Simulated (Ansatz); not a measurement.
Gas-phase electronic energies from Ansatz, PBE0-D4/def2-TZVP geometries. CBS: MP2 limit from def2 TZ/QZ plus the TZ coupled-cluster correction, frozen cores. This one scheme is used for every species. Functionals use def2-TZVPP. B3LYP here is the variant with VWN-RPA as its local correlation; programs differ in this. One conformer a species, not always the lowest.

Reaction (formal loss of a carbene): `C=CC(=C)CF` → `C=CC=C` + `[CH]F`

```json
{"level": "PBE-D4", "ΔE (kcal/mol)": "93.5", "difference from CCSD(T)/CBS": "3.5"}
{"level": "r2SCAN-D4", "ΔE (kcal/mol)": "95.0", "difference from CCSD(T)/CBS": "5.0"}
{"level": "PBE0-D4", "ΔE (kcal/mol)": "95.8", "difference from CCSD(T)/CBS": "5.8"}
{"level": "B3LYP-D4", "ΔE (kcal/mol)": "89.4", "difference from CCSD(T)/CBS": "-0.6"}
{"level": "ωB97X-V", "ΔE (kcal/mol)": "91.5", "difference from CCSD(T)/CBS": "1.5"}
{"level": "ωB97M-V", "ΔE (kcal/mol)": "89.6", "difference from CCSD(T)/CBS": "-0.4"}
{"level": "B2PLYP", "ΔE (kcal/mol)": "89.0", "difference from CCSD(T)/CBS": "-1.0"}
{"level": "PBE", "ΔE (kcal/mol)": "91.4", "difference from CCSD(T)/CBS": "1.4"}
{"level": "r2SCAN", "ΔE (kcal/mol)": "94.5", "difference from CCSD(T)/CBS": "4.5"}
{"level": "PBE0", "ΔE (kcal/mol)": "94.0", "difference from CCSD(T)/CBS": "4.0"}
{"level": "B3LYP", "ΔE (kcal/mol)": "86.2", "difference from CCSD(T)/CBS": "-3.8"}
{"level": "HF/def2-TZVPP", "ΔE (kcal/mol)": "78.2", "difference from CCSD(T)/CBS": "-11.8"}
{"level": "MP2/def2-TZVPP", "ΔE (kcal/mol)": "95.7", "difference from CCSD(T)/CBS": "5.7"}
{"level": "SCS-MP2/def2-TZVPP", "ΔE (kcal/mol)": "90.9", "difference from CCSD(T)/CBS": "0.9"}
{"level": "CCSD/def2-TZVPP", "ΔE (kcal/mol)": "87.9", "difference from CCSD(T)/CBS": "-2.1"}
{"level": "CCSD(T)/def2-TZVPP", "ΔE (kcal/mol)": "88.7", "difference from CCSD(T)/CBS": "-1.3"}
{"level": "HF/def2-QZVPP", "ΔE (kcal/mol)": "78.1", "difference from CCSD(T)/CBS": "-11.9"}
{"level": "MP2/def2-QZVPP", "ΔE (kcal/mol)": "96.4", "difference from CCSD(T)/CBS": "6.4"}
{"level": "SCS-MP2/def2-QZVPP", "ΔE (kcal/mol)": "91.5", "difference from CCSD(T)/CBS": "1.5"}
{"level": "HF/CBS(def2)", "ΔE (kcal/mol)": "78.0", "difference from CCSD(T)/CBS": "-12.0"}
{"level": "MP2/CBS(def2)", "ΔE (kcal/mol)": "97.0", "difference from CCSD(T)/CBS": "7.0"}
{"level": "CCSD/CBS(def2)", "ΔE (kcal/mol)": "89.2", "difference from CCSD(T)/CBS": "-0.8"}
{"level": "CCSD(T)/CBS", "ΔE (kcal/mol)": "90.0", "difference from CCSD(T)/CBS": "0"}
```

Largest T1 diagnostic among the species: 0.018.

From PBE to PBE0 (25 % exact exchange), in def2-TZVPP and without D4, ΔE moves by +2.6 kcal/mol. The D4 term adds +3.2 kcal/mol with B3LYP and +1.7 kcal/mol with PBE0; it sums over pairs of atoms, weighted by their polarisabilities, and B3LYP, whose exchange is more repulsive, gets the larger term. In def2-TZVPP, CCSD(T) changes the Hartree–Fock value by +10.5 kcal/mol (the triples alone add +0.8 kcal/mol) and MP2 by +17.5 kcal/mol.
